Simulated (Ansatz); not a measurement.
# CH2NO: the cost of one run

Computed with Ansatz 0.2.0, Gaussian basis. Level: cc-pVDZ, all electrons in the functionals.

Plan: PBE, r2SCAN, PBE0, B3LYP, wB97M-V, HSE06, at 0.960 Å; 1.040 Å; 1.201 Å; 1.362 Å; 1.523 Å.

## (1) The geometry

The geometry derives from fragments relaxed apart (PBE0/def2-TZVP) and kept rigid, so it is no stationary point. A hydrogen atom is moved between rigid fragments.

5 atoms, charge 0, spin multiplicity 2.

Atoms are counted from 1 here; the program's logs count them from 0.

Bond lengths: O1–H2 0.960 Å, O1–H3 0.960 Å, N4–C5 1.160 Å. Angles: H2–O1–H3 105.1°.

As a file:

```xyz
5

O    -1.41926   -0.18532    0.00000
H    -1.66857    0.74126    0.00000
H    -0.45973   -0.18532    0.00000
N     2.35382   -0.18532    0.00000
C     1.19374   -0.18532    0.00000
```

No dispersion term is added; wB97M-V holds VV10 nonlocal correlation. B3LYP takes the VWN-RPA correlation. HSE06 is the plane-wave form.

The geometry shown and the zero of energy belong to the point 0.960 Å. The yardstick, UCCSDT(Q), and other wave-function levels (R restricted, U unrestricted, valence and pair active spaces) come from earlier runs.

## (2) PBE, 0.960 Å

Contents of in.yaml:

```yaml
crystal:
  periodic: [false, false, false]
  atoms:
    - {symbol: O, position_ang: [-1.419261, -0.185315, 0.000000]}
    - {symbol: H, position_ang: [-1.668570, 0.741261, 0.000000]}
    - {symbol: H, position_ang: [-0.459732, -0.185315, 0.000000]}
    - {symbol: N, position_ang: [2.353823, -0.185315, 0.000000]}
    - {symbol: C, position_ang: [1.193739, -0.185315, 0.000000]}
basis:
  gaussian: {orbitals: cc-pVDZ}
magnetization: {spin_polarized: true, initial_magnetization: 1}
hamiltonian: {xc: {name: PBE}}
output: {orbitals: {seedname: orbitals}}
```

Run with:

```sh
$ ansatz run in.yaml --threads 1 --pin off --events-out ev --progress --plain --max-ram 4096MiB --backend cpu
```

**Question.** How long does this run take on 1 thread of AMD EPYC 7R13, shared host, and how much memory does it need?

About 5.5 s, with a peak of 0.27 GiB.
